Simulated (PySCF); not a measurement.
**methyl isopropyl ketone: calculation and literature**

Numbering as in the mapped SMILES `[CH3:1][C:2](=[O:3])[CH:4]([CH3:5])[CH3:6]` (H(Xn): hydrogen on atom n).

What is known from experiment: δ $^{13}$C C4 41.6; C5/C6 18.2; δ $^{1}$H H(C4) 2.58; H(C5)/H(C6) 1.11 ppm (measured; solution, not stated per compound (mostly CDCl3 or CCl4); Pretsch, Buehlmann, Badertscher, Structure Determination of Organic Compounds, 4th ed. (2009)).
δ $^{17}$O O3 553.6 ppm (measured; solution, CH3CN, 313 K; J.-C. Zhuo, Molecules 4 (1999) 320).

Computed data (PySCF 2.14): GIAO PBE0/pcSseg-1 shieldings, structure optimised with PBE0-D3(BJ)/def2-SVP. Non-relativistic, one computed conformer, one averaged value for each set of equivalent atoms, in vacuum.

(1) How close does the calculation come?

(2) How far are the unscaled $^{13}$C shifts from the references?

(3) How far are the unscaled $^{1}$H shifts from the references?

## Answers

(1) 
Reference values: measured (solution, not stated per compound (mostly CDCl3 or CCl4); Pretsch, Buehlmann, Badertscher, Structure Determination of Organic Compounds, 4th ed. (2009)).
```csv
atoms,quantity,reference,computed,"computed, scaled"
C4,δ $^{13}$C,41.6,44.4,42.2
C5/C6,δ $^{13}$C,18.2,19.2,17.9
H(C4),δ $^{1}$H,2.58,2.05,2.15
H(C5)/H(C6),δ $^{1}$H,1.11,1.04,1.19
```

Reference values: measured (solution, CH3CN, 313 K; J.-C. Zhuo, Molecules 4 (1999) 320).
| atoms | quantity | reference | computed | computed, scaled |
| --- | --- | --- | --- | --- |
| O3 | δ $^{17}$O vs H2O (external) | 553.6 | – | 570.6 |

Computed shifts are σ(ref) − σ with the named reference compound (TMS for H and C) calculated as an isolated molecule at the same level. The measured values may be among those fitted. Empirical linear scaling, fitted to shifts measured mostly in CDCl3 for H and C (δ vs TMS): $^{13}$C: δ = 177.62 − 0.967σ (rms 1.9 ppm, 903 shifts, 2.3 ppm with the 23 outliers that the fit left out); $^{1}$H: δ = 29.91 − 0.950σ (rms 0.21 ppm, 511 shifts, 0.22 ppm with the 3 outliers that the fit left out); $^{17}$O: δ = 263.91 − 0.892σ (rms 13.5 ppm, 141 shifts, 14.3 ppm with the 1 outlier that the fit left out vs liquid water, solution or neat liquid). A few per cent of atoms miss by over 2 rms, more outside the fitted compound classes.

(2) Mean signed difference +1.90 ppm, mean absolute 1.90 ppm over 2 comparisons; the largest is +2.8 ppm at C4 (sp3 CH α to a carbonyl).

(3) Mean signed difference -0.30 ppm, mean absolute 0.30 ppm over 2 comparisons; the largest is -0.53 ppm at H(C4) (hydrogen on an sp3 CH α to a carbonyl).

5 of the 9 published NMR values on file for this molecule are compared.
